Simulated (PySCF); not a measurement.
## Partial charges of `[BH3-][NH3+]`

Compound: BH₆N.
Geometry (PBE0-D3(BJ)/def2-SVP, Å), atoms numbered from 1 in this order:
```xyz
8
BH6N angstrom
B     -0.806    0.106   -0.039
N      0.813   -0.118    0.005
H     -1.219   -0.670   -0.893
H     -0.964    1.282   -0.339
H     -1.203   -0.163    1.088
H      1.047   -1.079    0.253
H      1.252    0.495    0.693
H      1.238    0.080   -0.902
```

Density: PBE0/pcSseg-1 (PySCF); schemes: Mulliken, IAO, Hirshfeld and ESP-fitted. Isolated species at its PBE0-D3(BJ)/def2-SVP geometry, gas phase.

Question: Give the atomic charges in each scheme.

Answer: In e:

| atom | environment | Mulliken | IAO | Hirshfeld | ESP-fitted |
| --- | --- | --- | --- | --- | --- |
| B1 | four-coordinate boron | -0.143 | -0.384 | -0.093 | +0.165 |
| N2 | nitrogen bonded to B and 3 H | -0.343 | -0.409 | -0.078 | -0.315 |
| H3 | B–H hydrogen | -0.066 | -0.028 | -0.112 | -0.199 |
| H4 | B–H hydrogen | -0.066 | -0.028 | -0.112 | -0.200 |
| H5 | B–H hydrogen | -0.067 | -0.028 | -0.112 | -0.200 |
| H6 | N–H hydrogen | +0.228 | +0.293 | +0.169 | +0.250 |
| H7 | N–H hydrogen | +0.228 | +0.293 | +0.169 | +0.251 |
| H8 | N–H hydrogen | +0.228 | +0.293 | +0.169 | +0.249 |

Mean size of the charges over all atoms: ESP-fitted 0.229 e, IAO 0.220 e, Mulliken 0.171 e, Hirshfeld 0.127 e. Each set sums to the total charge, 0, to within 0.001 e. The IAO scheme projects the occupied orbitals on a minimal set of polarised atomic orbitals and counts the electrons in each atom's part of it.

Lowest charge. The schemes don't all agree: Mulliken N2 (-0.343); IAO N2 (-0.409); Hirshfeld H3, H4 and H5 (-0.112); ESP-fitted N2 (-0.315).

Highest charge. All schemes pick atoms of one kind: Mulliken H6, H7 and H8 (+0.228); IAO H6, H7 and H8 (+0.293); Hirshfeld H6, H7 and H8 (+0.169); ESP-fitted H7 (+0.251).

Question: Sum the charges by element, for elements with more than one atom.

Answer: 
```csv
element,atoms,Mulliken,IAO,Hirshfeld,ESP-fitted
H,6,+0.486,+0.793,+0.171,+0.150
```

Question: How many electrons does the Mulliken scheme count on N2?

Answer: Z − q = 7 − (-0.343) = 7.343.

The run behind these numbers computed NMR shieldings as well. The run took 2.7 s wall (grids of density and orbitals included) on Arm Neoverse V2, one thread, shared host, and the process peaked at 0.31 GiB of memory.
